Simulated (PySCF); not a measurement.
Compound: oxalyl dichloride, C2Cl2O2.
SMILES with atom numbers: `[O:1]=[C:2]([Cl:3])[C:4](=[O:5])[Cl:6]`

Computed by this run: PySCF, PBE0-D3(BJ)/def2-SVP geometry optimisation, gas phase; density fitting, grid level 1; the optimiser is geomeTRIC in internal coordinates, started from a GFN2-xTB structure with every atom displaced at random (about 0.01 Å).

Step 0: E = -31185.5193 eV
```
atom  x, y, z in Å  |  force x, y, z in eV/Å
O1     -0.9083    1.4299   -0.2649   -0.464   2.319  -0.476
C2     -0.6934    0.3173   -0.0270    0.671  -2.138   0.410
Cl3    -1.9244   -0.8643    0.3127   -0.130  -0.218   0.066
C4      0.7386   -0.3091    0.0185   -0.912  -0.557   0.183
O5      0.9431   -1.4508    0.2553    0.161   0.195  -0.053
Cl6     1.9179    0.8791   -0.3222    0.674   0.400  -0.130
```

Step 1: E = -31185.5571 eV
```
atom  x, y, z in Å  |  force x, y, z in eV/Å
O1     -0.9273    1.4162   -0.3838    0.100  -0.423   0.165
C2     -0.6977    0.3055   -0.0406   -0.233   0.388  -0.152
Cl3    -1.9211   -0.8416    0.4445    0.057   0.022  -0.013
C4      0.7115   -0.3192    0.0067    0.445   0.245  -0.065
O5      0.9469   -1.4665    0.1390   -0.128  -0.073   0.038
Cl6     1.9611    0.9078   -0.1933   -0.241  -0.158   0.026
```

Problem. Estimate the geometry and energy of step 2. (The exact step hangs on the optimiser's Hessian estimate; all steps are aligned on step 1, rigid shifts and turns removed.)

Solution. E = -31185.5594 eV, largest force 0.235 eV/Å
```
atom  x, y, z in Å  |  force x, y, z in eV/Å
O1     -0.9300    1.4162   -0.3768   -0.030  -0.083   0.033
C2     -0.6972    0.3064   -0.0456    0.003   0.220  -0.024
Cl3    -1.9055   -0.8532    0.4406   -0.030   0.018  -0.021
C4      0.7185   -0.3098    0.0033    0.035   0.068  -0.011
O5      0.9198   -1.4626    0.1480    0.193  -0.062   0.009
Cl6     1.9678    0.9052   -0.1971   -0.170  -0.161   0.013
```

The energy changes by -0.0023 eV. The first-order estimate −F·Δx gives -0.0104 eV and the mean of the old and new forces, exact on a quadratic surface, -0.0026 eV. The step makes an angle of 73° with the force vector and moves no atom by more than 0.029 Å.

What follows is the cost of the whole optimisation. The run took 26 s of wall time on one thread, Arm Neoverse V1 (aarch64), no GPU (shared host), and the process peaked at 0.38 GiB of memory.
